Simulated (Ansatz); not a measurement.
Reaction: CH3Cl (chloromethane, SMILES CCl) → CH2Cl (SMILES [CH2]Cl, doublet) + H (doublet) (the C-H bond breaks)
Each species at its own B3LYP-D3(BJ)/def2-TZVP minimum (Ansatz, a program for electronic structure).

Total energies in hartree (Ansatz). Open shells are spin-unrestricted; no spin-orbit coupling. Correlated methods leave the cores frozen. No relativity. Where a partner has so few electrons that a lower coupled-cluster level is exact, that level stands in.

```tsv
species	HF/cc-pV(T+d)Z	CCSD(T)/cc-pV(T+d)Z	HF/cc-pV(Q+d)Z	CCSD(T)/cc-pV(Q+d)Z	CCSDT(Q)/cc-pV(T+d)Z
1: CH3Cl (chloromethane, SMILES CCl)	-499.14866	-499.56846	-499.15509	-499.60467	-499.56981
2: CH2Cl (SMILES [CH2]Cl, doublet)	-498.51663	-498.90011	-498.52303	-498.93482	-498.90168
3: H (doublet)	-0.49981	-0.49981	-0.49995	-0.49995	-0.49981
```

Q: Work out the bond dissociation energy (electronic) in kJ/mol: take Hartree-Fock from cc-pV(Q+d)Z, extrapolate the CCSD(T) correlation energy as X^-3 (X = 3, 4), and add CCSDT(Q) - CCSD(T) in cc-pV(T+d)Z. 1 hartree = 2625.5 kJ/mol.

A: 
Species 1: correlation (64·(-0.44958) - 27·(-0.41980))/37 = -0.47131; step -0.00135; E1 = -499.15509 + (-0.47131) + (-0.00135) = -499.62775
Species 2: correlation (64·(-0.41179) - 27·(-0.38348))/37 = -0.43245; step -0.00157; E2 = -498.52303 + (-0.43245) + (-0.00157) = -498.95705
Species 3: correlation (64·(0.00000) - 27·(0.00000))/37 = 0.00000; step +0.00000; E3 = -0.49995 + (0.00000) + (+0.00000) = -0.49995
-1·E1 +1·E2 +1·E3 = 0.17075 hartree = 448.3 kJ/mol.
